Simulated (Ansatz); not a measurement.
## [CH3···H···NH], triplet along the distance C1-H5

Starting geometry:

```xyz
7

C    -1.3382    0.0326    0.0000
H    -1.7014    1.0599    0.0000
H    -1.7014   -0.4811    0.8897
H    -1.7014   -0.4811   -0.8897
H    -0.2486    0.0326    0.0000
N     1.4118    0.0326    0.0000
H     1.6809   -0.9716    0.0000
```

From there H5 is moved from one fragment to the other while all else, the fragments' distance too, stays fixed, so the hump isn't the reaction's barrier; atoms are numbered as listed. Energies are in eV, counted from the starting geometry at the same level.

Basis cc-pVDZ; Ansatz 0.2.0. Only valence electrons are correlated (noble-gas cores frozen). R marks a restricted (for open shells ROHF) determinant, U an unrestricted one.

Full CI isn't at hand for all of this; UCCSDT(Q) serves as the reference, and is uncertain by about the last step of the cluster series. The frozen core follows each run's orbitals, which can shift R against U totals by a few meV.

| distance C1-H5 (Å) | UCCSDT(Q) | curve A | curve B | curve C | curve D |
| --- | --- | --- | --- | --- | --- |
| 1.090 | 0.000 | 0.000 | 0.000 | 0.000 | 0.000 |
| 1.178 | 0.129 | 0.131 | 0.147 | 0.247 | 0.148 |
| 1.355 | 0.666 | 0.675 | 0.750 | 1.154 | 0.739 |
| 1.533 | 0.895 | 0.907 | 0.984 | 1.540 | 0.932 |
| 1.710 | 0.819 | 0.824 | 0.813 | 1.018 | 0.812 |

Problem. The curves come from RCCSD(T), RHF, RMP2, UMP2. Compare each with UCCSDT(Q) and say which is which.

Solution. A: RCCSD(T), B: UMP2, C: RHF, D: RMP2. Spread of the error against UCCSDT(Q), over the points where both stand: A 0.012, B 0.095, C 0.645, D 0.081 eV.
